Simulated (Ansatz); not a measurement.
# C2H5ClN2: basis-set convergence

The task here is to estimate one member of a computed series from the others.

The runs use Ansatz 0.2.0, Gaussian basis; one geometry, several basis sets.

The runs, in order: PBE0-D4/def2-SVP; ωB97M-V/def2-SVP; PBE0-D4/def2-QZVPP; ωB97M-V/def2-QZVPP; the functionals' def2-TZVPP values are taken from earlier runs.

### The geometry

All runs share one geometry, relaxed beforehand with PBE0-D4 in a triple-zeta def2 set.

SMILES `C/N=C(/N)Cl`, 10 atoms, charge 0, spin multiplicity 1.

Atoms are counted from 1 here; the program's logs count them from 0.

Bond lengths: C1–N2 1.431 Å, C1–H6 1.095 Å, C1–H7 1.094 Å, C1–H8 1.093 Å, N2–C3 1.245 Å, C3–N4 1.363 Å, C3–Cl5 1.783 Å, N4–H9 1.004 Å, N4–H10 1.007 Å. Angles: N2–C1–H6 113.4°, N2–C1–H7 109.4°, N2–C1–H8 109.4°, H6–C1–H7 108.7°, H6–C1–H8 108.7°, H7–C1–H8 107.0°, C1–N2–C3 124.4°, N2–C3–N4 124.6°, N2–C3–Cl5 125.1°, N4–C3–Cl5 110.3°, C3–N4–H9 117.3°, C3–N4–H10 114.3°, H9–N4–H10 116.8°.

Set-up of the first run:

in.yaml reads:

```yaml
crystal:
  periodic: [false, false, false]
  atoms:
    - {symbol: C, position_ang: [-0.956949, -0.247313, 1.341066]}
    - {symbol: N, position_ang: [0.189828, -0.416516, 0.502647]}
    - {symbol: C, position_ang: [0.370643, 0.186204, -0.571825]}
    - {symbol: N, position_ang: [1.502402, 0.098810, -1.326787]}
    - {symbol: Cl, position_ang: [-0.777601, 1.332116, -1.310838]}
    - {symbol: H, position_ang: [-1.695073, 0.451676, 0.933839]}
    - {symbol: H, position_ang: [-0.639180, 0.112611, 2.323719]}
    - {symbol: H, position_ang: [-1.438997, -1.216239, 1.496415]}
    - {symbol: H, position_ang: [1.421325, 0.316078, -2.304037]}
    - {symbol: H, position_ang: [2.106802, -0.668627, -1.081297]}
basis:
  gaussian: {orbitals: def2-SVP}
hamiltonian: {xc: pbe0, dispersion: d4}
output: {orbitals: {seedname: orbitals}}
```

Run with:

```console
> ansatz run in.yaml --threads 4 --pin off --events-out ev --progress --plain --max-ram 10444MiB
```

Steps of the session up to this table: PBE0-D4 in def2-SVP; ωB97M-V in def2-SVP; PBE0-D4 in def2-QZVPP; ωB97M-V in def2-QZVPP.

One of the session's tables, all rows but one given; the rest of the session is left out.

It belongs to the step «Functionals by basis». 

```
functional       basis  HOMO (eV)  LUMO (eV)
   PBE0-D4    def2-SVP          ?          ?
   PBE0-D4  def2-TZVPP      -7.16       0.66
   PBE0-D4  def2-QZVPP      -7.21       0.41
   ωB97M-V    def2-SVP      -9.17       3.24
   ωB97M-V  def2-TZVPP      -9.39       2.45
   ωB97M-V  def2-QZVPP      -9.44       1.73
```

**Question.** Estimate the row for PBE0-D4, def2-SVP.

**Answer.** HOMO (eV): -6.96; LUMO (eV): 1.01. In the column «HOMO (eV)» it is the highest.
